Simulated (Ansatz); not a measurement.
# CH₄F (doublet): B2PLYP, RPA-PBE over a scan of the distance C1–H5 along a hydrogen transfer, cc-pVDZ

Aim: run CH₄F (doublet) with these functionals over a scan of the distance C1–H5 along a hydrogen transfer, and hold them against the top wave-function level at the same points.

The runs use Ansatz 0.2.0, Gaussian basis; cc-pVDZ, all electrons in the functionals, frozen cores in the correlation of double hybrids and RPA.

Plan: B2PLYP, RPA-PBE, at 1.090 Å; 1.172 Å; 1.336 Å; 1.501 Å; 1.665 Å.

## Step 1: The system

The geometry derives from fragments relaxed apart (PBE0/def2-TZVP) and kept rigid, so it is no stationary point. A hydrogen atom is moved between rigid fragments.

6 atoms, charge 0, spin multiplicity 2.

Atoms are counted from 1 here; the program's logs count them from 0.

Bond lengths: C1–H2 1.090 Å, C1–H3 1.090 Å, C1–H4 1.090 Å, C1–H5 1.090 Å. Angles: H2–C1–H3 109.5°, H2–C1–H4 109.5°, H2–C1–H5 109.5°, H3–C1–H4 109.5°, H3–C1–H5 109.5°, H4–C1–H5 109.5°.

No dispersion term is added.

The geometry shown and the zero of energy belong to the point 1.090 Å. The yardstick, UCCSDT(Q), and other wave-function levels (R restricted, U unrestricted, valence and pair active spaces) come from earlier runs.

## Step 2: B2PLYP, 1.090 Å

in.yaml reads:

```yaml
crystal:
  periodic: [false, false, false]
  atoms:
    - {symbol: C, position_ang: [-1.390688, 0.000000, 0.000000]}
    - {symbol: H, position_ang: [-1.753894, 1.027301, 0.000000]}
    - {symbol: H, position_ang: [-1.753894, -0.513650, 0.889668]}
    - {symbol: H, position_ang: [-1.753894, -0.513650, -0.889669]}
    - {symbol: H, position_ang: [-0.301071, 0.000000, 0.000000]}
    - {symbol: F, position_ang: [1.174312, 0.000000, 0.000000]}
basis:
  gaussian: {orbitals: cc-pVDZ}
magnetization: {spin_polarized: true, initial_magnetization: 1}
hamiltonian: {xc: {name: B2PLYP}}
correlation: {electrons: outside_noble_gas}
```

Launch:

```
$ ansatz run in.yaml --threads 1 --pin off --events-out ev --progress --plain --max-ram 4096MiB --backend cpu
```

Log:

```text
Functional definition: B2PLYP
  name "B2PLYP"
  cite "Grimme, J. Chem. Phys. 124, 034108 (2006) doi:10.1063/1.2148954"
  cite "Becke, Phys. Rev. A 38, 3098 (1988) doi:10.1103/PhysRevA.38.3098"
  cite "Lee, Yang & Parr, Phys. Rev. B 37, 785 (1988) doi:10.1103/PhysRevB.37.785"
  parameter a = 0.53
  parameter c = 0.27
  exchange = (1 - a)*b88_x + a*exact_x
  correlation = (1 - c)*lyp_c + c*(mp2_os + mp2_ss)
428 factors; integrals over basis functions are off by at most 1.4e-3 eV
mean field evaluation 1: about -3808.0146 eV, gradient 1.9e1 eV
mean field evaluation 2: about -3808.0417 eV, gradient 1.9e1 eV
mean field evaluation 4: about -3809.9344 eV, gradient 1.8e0 eV
mean field evaluation 8: about -3809.9965 eV, gradient 3.9e-1 eV
mean field evaluation 16: about -3809.9978 eV, gradient 8.7e-4 eV
mean field evaluation 32: about -3809.5504 eV, gradient 5.8e0 eV
mean field -3809.99776059 eV, -140.0148351923 hartree, gradient 7.1e-6 eV, S^2 0.757180; 4 other end points of the search recorded, 0 dependent functions left out
2 core orbitals not correlated: weight in the atoms' cores, before any rotation towards them, 1.000 or more for the frozen orbitals, at most 0.000 for the correlated occupied ones
reference -3809.99786113 eV, -140.0148388872 hartree; 8, 7 occupied and 38, 39 virtual orbitals, 428 factors
second order -10.31665577 eV of doubles, -0.00000000 eV of singles
Total energy: -3812.78335819 eV, -140.1172040160 hartree
```

It took 1.8 s on 1 thread of AMD EPYC 7R13, shared host.

From the report: ⟨S²⟩ of the determinant 0.757 (pure doublet: 0.75).

## Step 3: B2PLYP, 1.172 Å

in.yaml reads:

```yaml
crystal:
  periodic: [false, false, false]
  atoms:
    - {symbol: C, position_ang: [-1.393058, 0.000000, 0.000000]}
    - {symbol: H, position_ang: [-1.756263, 1.027301, 0.000000]}
    - {symbol: H, position_ang: [-1.756263, -0.513650, 0.889668]}
    - {symbol: H, position_ang: [-1.756263, -0.513650, -0.889669]}
    - {symbol: H, position_ang: [-0.221058, 0.000000, 0.000000]}
    - {symbol: F, position_ang: [1.171942, 0.000000, 0.000000]}
basis:
  gaussian: {orbitals: cc-pVDZ}
magnetization: {spin_polarized: true, initial_magnetization: 1}
hamiltonian: {xc: {name: B2PLYP}}
correlation: {electrons: outside_noble_gas}
```

The command is unchanged.

Log, cut to the lines that bear on the results:

```text
Functional definition: B2PLYP
  name "B2PLYP"
  cite "Grimme, J. Chem. Phys. 124, 034108 (2006) doi:10.1063/1.2148954"
  cite "Becke, Phys. Rev. A 38, 3098 (1988) doi:10.1103/PhysRevA.38.3098"
  cite "Lee, Yang & Parr, Phys. Rev. B 37, 785 (1988) doi:10.1103/PhysRevB.37.785"
[...]
429 factors; integrals over basis functions are off by at most 9.9e-4 eV
[...]
mean field -3809.96820342 eV, -140.0137489864 hartree, gradient 2.5e-6 eV, S^2 0.762358; 4 other end points of the search recorded, 0 dependent functions left out
2 core orbitals not correlated: weight in the atoms' cores, before any rotation towards them, 1.000 or more for the frozen orbitals, at most 0.000 for the correlated occupied ones
reference -3809.96830513 eV, -140.0137527243 hartree; 8, 7 occupied and 38, 39 virtual orbitals, 429 factors
second order -10.59306242 eV of doubles, -0.00000000 eV of singles
Total energy: -3812.82843198 eV, -140.1188604475 hartree
```

Wall time 1.9 s (1 thread of AMD EPYC 7R13, shared host).

From the report: ⟨S²⟩ of the determinant 0.762 (pure doublet: 0.75).

From 1.090 Å: -0.045 eV.

## Step 4: B2PLYP, 1.336 Å

in.yaml reads:

```yaml
crystal:
  periodic: [false, false, false]
  atoms:
    - {symbol: C, position_ang: [-1.397775, 0.000000, 0.000000]}
    - {symbol: H, position_ang: [-1.760981, 1.027301, 0.000000]}
    - {symbol: H, position_ang: [-1.760981, -0.513650, 0.889668]}
    - {symbol: H, position_ang: [-1.760981, -0.513650, -0.889669]}
    - {symbol: H, position_ang: [-0.061775, 0.000000, 0.000000]}
    - {symbol: F, position_ang: [1.167225, 0.000000, 0.000000]}
basis:
  gaussian: {orbitals: cc-pVDZ}
magnetization: {spin_polarized: true, initial_magnetization: 1}
hamiltonian: {xc: {name: B2PLYP}}
correlation: {electrons: outside_noble_gas}
```

The command is unchanged.

Log, cut to the lines that bear on the results:

```text
Functional definition: B2PLYP
  name "B2PLYP"
  cite "Grimme, J. Chem. Phys. 124, 034108 (2006) doi:10.1063/1.2148954"
  cite "Becke, Phys. Rev. A 38, 3098 (1988) doi:10.1103/PhysRevA.38.3098"
  cite "Lee, Yang & Parr, Phys. Rev. B 37, 785 (1988) doi:10.1103/PhysRevB.37.785"
[...]
431 factors; integrals over basis functions are off by at most 1.3e-3 eV
[...]
mean field -3809.87830374 eV, -140.0104452341 hartree, gradient 5.4e-6 eV, S^2 0.771810; 0 other end points of the search recorded, 0 dependent functions left out
2 core orbitals not correlated: weight in the atoms' cores, before any rotation towards them, 1.000 or more for the frozen orbitals, at most 0.000 for the correlated occupied ones
reference -3809.87840646 eV, -140.0104490091 hartree; 8, 7 occupied and 38, 39 virtual orbitals, 431 factors
second order -11.09277504 eV of doubles, -0.00000000 eV of singles
Total energy: -3812.87345572 eV, -140.1205150393 hartree
```

It took 1.1 s on 1 thread of AMD EPYC 7R13, shared host.

From the report: ⟨S²⟩ of the determinant 0.772 (pure doublet: 0.75).

From 1.090 Å: -0.090 eV.

## Step 5: B2PLYP, 1.501 Å

in.yaml reads:

```yaml
crystal:
  periodic: [false, false, false]
  atoms:
    - {symbol: C, position_ang: [-1.402521, 0.000000, 0.000000]}
    - {symbol: H, position_ang: [-1.765727, 1.027301, 0.000000]}
    - {symbol: H, position_ang: [-1.765727, -0.513650, 0.889668]}
    - {symbol: H, position_ang: [-1.765727, -0.513650, -0.889669]}
    - {symbol: H, position_ang: [0.098479, 0.000000, 0.000000]}
    - {symbol: F, position_ang: [1.162479, 0.000000, 0.000000]}
basis:
  gaussian: {orbitals: cc-pVDZ}
magnetization: {spin_polarized: true, initial_magnetization: 1}
hamiltonian: {xc: {name: B2PLYP}}
correlation: {electrons: outside_noble_gas}
```

The command is unchanged.

Log, cut to the lines that bear on the results:

```text
Functional definition: B2PLYP
  name "B2PLYP"
  cite "Grimme, J. Chem. Phys. 124, 034108 (2006) doi:10.1063/1.2148954"
  cite "Becke, Phys. Rev. A 38, 3098 (1988) doi:10.1103/PhysRevA.38.3098"
  cite "Lee, Yang & Parr, Phys. Rev. B 37, 785 (1988) doi:10.1103/PhysRevB.37.785"
[...]
433 factors; integrals over basis functions are off by at most 1.6e-3 eV
[...]
mean field -3810.21757322 eV, -140.0229131577 hartree, gradient 4.8e-6 eV, S^2 0.760636; 0 other end points of the search recorded, 0 dependent functions left out
2 core orbitals not correlated: weight in the atoms' cores, before any rotation towards them, 1.000 or more for the frozen orbitals, at most 0.000 for the correlated occupied ones
reference -3810.21767504 eV, -140.0229168992 hartree; 8, 7 occupied and 38, 39 virtual orbitals, 433 factors
second order -11.09561393 eV of doubles, -0.00000000 eV of singles
Total energy: -3813.21349080 eV, -140.1330110978 hartree
```

Run time: 1.1 s. Hardware: 1 thread of AMD EPYC 7R13, shared host.

From the report: ⟨S²⟩ of the determinant 0.761 (pure doublet: 0.75).

From 1.090 Å: -0.430 eV.

## Step 6: B2PLYP, 1.665 Å

in.yaml reads:

```yaml
crystal:
  periodic: [false, false, false]
  atoms:
    - {symbol: C, position_ang: [-1.407239, 0.000000, 0.000000]}
    - {symbol: H, position_ang: [-1.770444, 1.027301, 0.000000]}
    - {symbol: H, position_ang: [-1.770444, -0.513650, 0.889668]}
    - {symbol: H, position_ang: [-1.770444, -0.513650, -0.889669]}
    - {symbol: H, position_ang: [0.257761, 0.000000, 0.000000]}
    - {symbol: F, position_ang: [1.157761, 0.000000, 0.000000]}
basis:
  gaussian: {orbitals: cc-pVDZ}
magnetization: {spin_polarized: true, initial_magnetization: 1}
hamiltonian: {xc: {name: B2PLYP}}
correlation: {electrons: outside_noble_gas}
```

Launched as before.

Log, cut to the lines that bear on the results:

```text
Functional definition: B2PLYP
  name "B2PLYP"
  cite "Grimme, J. Chem. Phys. 124, 034108 (2006) doi:10.1063/1.2148954"
  cite "Becke, Phys. Rev. A 38, 3098 (1988) doi:10.1103/PhysRevA.38.3098"
  cite "Lee, Yang & Parr, Phys. Rev. B 37, 785 (1988) doi:10.1103/PhysRevB.37.785"
[...]
433 factors; integrals over basis functions are off by at most 1.3e-3 eV
[...]
mean field -3810.46094844 eV, -140.0318570320 hartree, gradient 5.2e-6 eV, S^2 0.754591; 0 other end points of the search recorded, 0 dependent functions left out
2 core orbitals not correlated: weight in the atoms' cores, before any rotation towards them, 1.000 or more for the frozen orbitals, at most 0.000 for the correlated occupied ones
reference -3810.46105128 eV, -140.0318608113 hartree; 8, 7 occupied and 38, 39 virtual orbitals, 433 factors
second order -10.76142496 eV of doubles, -0.00000000 eV of singles
Total energy: -3813.36663602 eV, -140.1386390810 hartree
```

Wall time 1 s (1 thread of AMD EPYC 7R13, shared host).

From the report: ⟨S²⟩ of the determinant 0.755 (pure doublet: 0.75).

From 1.090 Å: -0.583 eV.

## Step 7: RPA-PBE, 1.090 Å

in.yaml reads:

```yaml
crystal:
  periodic: [false, false, false]
  atoms:
    - {symbol: C, position_ang: [-1.390688, 0.000000, 0.000000]}
    - {symbol: H, position_ang: [-1.753894, 1.027301, 0.000000]}
    - {symbol: H, position_ang: [-1.753894, -0.513650, 0.889668]}
    - {symbol: H, position_ang: [-1.753894, -0.513650, -0.889669]}
    - {symbol: H, position_ang: [-0.301071, 0.000000, 0.000000]}
    - {symbol: F, position_ang: [1.174312, 0.000000, 0.000000]}
basis:
  gaussian: {orbitals: cc-pVDZ}
magnetization: {spin_polarized: true, initial_magnetization: 1}
hamiltonian: {xc: {name: PBE}}
correlation: {method: rpa, electrons: outside_noble_gas}
```

Launched as before.

Log, cut to the lines that bear on the results:

```text
Functional definition: PBE
  name "PBE"
  cite "Perdew, Burke & Ernzerhof, Phys. Rev. Lett. 77, 3865 (1996) doi:10.1103/PhysRevLett.77.3865"
  parent pbe
[...]
428 factors; integrals over basis functions are off by at most 1.4e-3 eV
[...]
mean field -3811.93185951 eV, -140.0859120169 hartree, gradient 2.8e-6 eV, S^2 0.751896; 7 other end points of the search recorded, 0 dependent functions left out
2 core orbitals not correlated: weight in the atoms' cores, before any rotation towards them, 1.000 or more for the frozen orbitals, at most 0.000 for the correlated occupied ones
reference -3796.51169442 eV, -139.5192314017 hartree; 8, 7 occupied and 38, 39 virtual orbitals, 428 factors
Total energy: -3811.75177833 eV, -140.0792941554 hartree
```

Wall time 3.1 s (1 thread of AMD EPYC 7R13, shared host).

From the report: ⟨S²⟩ of the determinant 0.752 (pure doublet: 0.75).

## Step 8: RPA-PBE, 1.172 Å

in.yaml reads:

```yaml
crystal:
  periodic: [false, false, false]
  atoms:
    - {symbol: C, position_ang: [-1.393058, 0.000000, 0.000000]}
    - {symbol: H, position_ang: [-1.756263, 1.027301, 0.000000]}
    - {symbol: H, position_ang: [-1.756263, -0.513650, 0.889668]}
    - {symbol: H, position_ang: [-1.756263, -0.513650, -0.889669]}
    - {symbol: H, position_ang: [-0.221058, 0.000000, 0.000000]}
    - {symbol: F, position_ang: [1.171942, 0.000000, 0.000000]}
basis:
  gaussian: {orbitals: cc-pVDZ}
magnetization: {spin_polarized: true, initial_magnetization: 1}
hamiltonian: {xc: {name: PBE}}
correlation: {method: rpa, electrons: outside_noble_gas}
```

Same command.

Log, cut to the lines that bear on the results:

```text
Functional definition: PBE
  name "PBE"
  cite "Perdew, Burke & Ernzerhof, Phys. Rev. Lett. 77, 3865 (1996) doi:10.1103/PhysRevLett.77.3865"
  parent pbe
[...]
429 factors; integrals over basis functions are off by at most 9.9e-4 eV
[...]
mean field -3812.06847689 eV, -140.0909326128 hartree, gradient 1.6e-6 eV, S^2 0.752463; 3 other end points of the search recorded, 0 dependent functions left out
2 core orbitals not correlated: weight in the atoms' cores, before any rotation towards them, 1.000 or more for the frozen orbitals, at most 0.000 for the correlated occupied ones
reference -3796.41556016 eV, -139.5156985329 hartree; 8, 7 occupied and 38, 39 virtual orbitals, 429 factors
Total energy: -3811.80154176 eV, -140.0811229280 hartree
```

Run time: 1.6 s. Hardware: 1 thread of AMD EPYC 7R13, shared host.

From the report: ⟨S²⟩ of the determinant 0.752 (pure doublet: 0.75).

From 1.090 Å: -0.050 eV.

## Step 9: RPA-PBE, 1.336 Å

in.yaml reads:

```yaml
crystal:
  periodic: [false, false, false]
  atoms:
    - {symbol: C, position_ang: [-1.397775, 0.000000, 0.000000]}
    - {symbol: H, position_ang: [-1.760981, 1.027301, 0.000000]}
    - {symbol: H, position_ang: [-1.760981, -0.513650, 0.889668]}
    - {symbol: H, position_ang: [-1.760981, -0.513650, -0.889669]}
    - {symbol: H, position_ang: [-0.061775, 0.000000, 0.000000]}
    - {symbol: F, position_ang: [1.167225, 0.000000, 0.000000]}
basis:
  gaussian: {orbitals: cc-pVDZ}
magnetization: {spin_polarized: true, initial_magnetization: 1}
hamiltonian: {xc: {name: PBE}}
correlation: {method: rpa, electrons: outside_noble_gas}
```

Launched as before.

Log, cut to the lines that bear on the results:

```text
Functional definition: PBE
  name "PBE"
  cite "Perdew, Burke & Ernzerhof, Phys. Rev. Lett. 77, 3865 (1996) doi:10.1103/PhysRevLett.77.3865"
  parent pbe
[...]
431 factors; integrals over basis functions are off by at most 1.3e-3 eV
[...]
mean field -3812.17228601 eV, -140.0947475275 hartree, gradient 7.6e-7 eV, S^2 0.753389; 1 other end points of the search recorded, 0 dependent functions left out
2 core orbitals not correlated: weight in the atoms' cores, before any rotation towards them, 1.000 or more for the frozen orbitals, at most 0.000 for the correlated occupied ones
reference -3796.29683852 eV, -139.5113355932 hartree; 8, 7 occupied and 38, 39 virtual orbitals, 431 factors
Total energy: -3811.77079932 eV, -140.0799931641 hartree
```

It took 1.4 s on 1 thread of AMD EPYC 7R13, shared host.

From the report: ⟨S²⟩ of the determinant 0.753 (pure doublet: 0.75).

From 1.090 Å: -0.019 eV.

## Step 10: RPA-PBE, 1.501 Å

in.yaml reads:

```yaml
crystal:
  periodic: [false, false, false]
  atoms:
    - {symbol: C, position_ang: [-1.402521, 0.000000, 0.000000]}
    - {symbol: H, position_ang: [-1.765727, 1.027301, 0.000000]}
    - {symbol: H, position_ang: [-1.765727, -0.513650, 0.889668]}
    - {symbol: H, position_ang: [-1.765727, -0.513650, -0.889669]}
    - {symbol: H, position_ang: [0.098479, 0.000000, 0.000000]}
    - {symbol: F, position_ang: [1.162479, 0.000000, 0.000000]}
basis:
  gaussian: {orbitals: cc-pVDZ}
magnetization: {spin_polarized: true, initial_magnetization: 1}
hamiltonian: {xc: {name: PBE}}
correlation: {method: rpa, electrons: outside_noble_gas}
```

Launched as before.

Log, cut to the lines that bear on the results:

```text
Functional definition: PBE
  name "PBE"
  cite "Perdew, Burke & Ernzerhof, Phys. Rev. Lett. 77, 3865 (1996) doi:10.1103/PhysRevLett.77.3865"
  parent pbe
[...]
433 factors; integrals over basis functions are off by at most 1.6e-3 eV
[...]
mean field -3812.36447925 eV, -140.1018104990 hartree, gradient 3.5e-7 eV, S^2 0.752870; 0 other end points of the search recorded, 0 dependent functions left out
2 core orbitals not correlated: weight in the atoms' cores, before any rotation towards them, 1.000 or more for the frozen orbitals, at most 0.000 for the correlated occupied ones
reference -3796.81427303 eV, -139.5303509607 hartree; 8, 7 occupied and 38, 39 virtual orbitals, 433 factors
Total energy: -3811.99465659 eV, -140.0882197670 hartree
```

It took 0.97 s on 1 thread of AMD EPYC 7R13, shared host.

From the report: ⟨S²⟩ of the determinant 0.753 (pure doublet: 0.75).

From 1.090 Å: -0.243 eV.

## Step 11: RPA-PBE, 1.665 Å

in.yaml reads:

```yaml
crystal:
  periodic: [false, false, false]
  atoms:
    - {symbol: C, position_ang: [-1.407239, 0.000000, 0.000000]}
    - {symbol: H, position_ang: [-1.770444, 1.027301, 0.000000]}
    - {symbol: H, position_ang: [-1.770444, -0.513650, 0.889668]}
    - {symbol: H, position_ang: [-1.770444, -0.513650, -0.889669]}
    - {symbol: H, position_ang: [0.257761, 0.000000, 0.000000]}
    - {symbol: F, position_ang: [1.157761, 0.000000, 0.000000]}
basis:
  gaussian: {orbitals: cc-pVDZ}
magnetization: {spin_polarized: true, initial_magnetization: 1}
hamiltonian: {xc: {name: PBE}}
correlation: {method: rpa, electrons: outside_noble_gas}
```

The command is unchanged.

Log, cut to the lines that bear on the results:

```text
Functional definition: PBE
  name "PBE"
  cite "Perdew, Burke & Ernzerhof, Phys. Rev. Lett. 77, 3865 (1996) doi:10.1103/PhysRevLett.77.3865"
  parent pbe
[...]
433 factors; integrals over basis functions are off by at most 1.3e-3 eV
[...]
mean field -3812.31087163 eV, -140.0998404554 hartree, gradient 1.6e-6 eV, S^2 0.752452; 0 other end points of the search recorded, 0 dependent functions left out
2 core orbitals not correlated: weight in the atoms' cores, before any rotation towards them, 1.000 or more for the frozen orbitals, at most 0.000 for the correlated occupied ones
reference -3797.39589954 eV, -139.5517253406 hartree; 8, 7 occupied and 38, 39 virtual orbitals, 433 factors
Total energy: -3812.12081667 eV, -140.0928560642 hartree
```

Wall time 0.94 s (1 thread of AMD EPYC 7R13, shared host).

From the report: ⟨S²⟩ of the determinant 0.752 (pure doublet: 0.75).

From 1.090 Å: -0.369 eV.

## Step 12: Against the wave-function levels

The yardstick is UCCSDT(Q), where the cluster series has nearly closed. It comes from earlier runs at the same points. Energies in eV, counted from 1.090 Å; blanks weren't run or aren't comparable.

| level | 1.090 Å | 1.172 Å | 1.336 Å | 1.501 Å | 1.665 Å |
| --- | --- | --- | --- | --- | --- |
| UCCSDT(Q) | 0.000 | -0.004 | -0.024 | -0.445 | -0.686 |
| B2PLYP | 0.000 | -0.045 | -0.090 | -0.430 | -0.583 |
| RPA-PBE | 0.000 | -0.050 | -0.019 | -0.243 | -0.369 |

Largest miss and mean time a point (UCCSDT(Q) took 13 s a point; shared hosts):

| level | largest miss (eV) | where | time a point |
| --- | --- | --- | --- |
| B2PLYP | +0.103 | 1.665 Å | 1.4 s |
| RPA-PBE | +0.317 | 1.665 Å | 1.6 s |

## Step 13: What came out

| quantity | value |
| --- | --- |
| span of the UCCSDT(Q) curve | 0.686 eV |
| largest miss, B2PLYP | +0.103 eV (1.665 Å) |
| largest miss, RPA-PBE | +0.317 eV (1.665 Å) |

**Reading.** Of the functionals, B2PLYP keep the smallest largest miss at the points compared (at most 0.103 eV) and RPA-PBE strays most (0.317 eV, at 1.665 Å). Functionals and the yardstick converge differently with the basis, so part of each miss in cc-pVDZ is the basis.
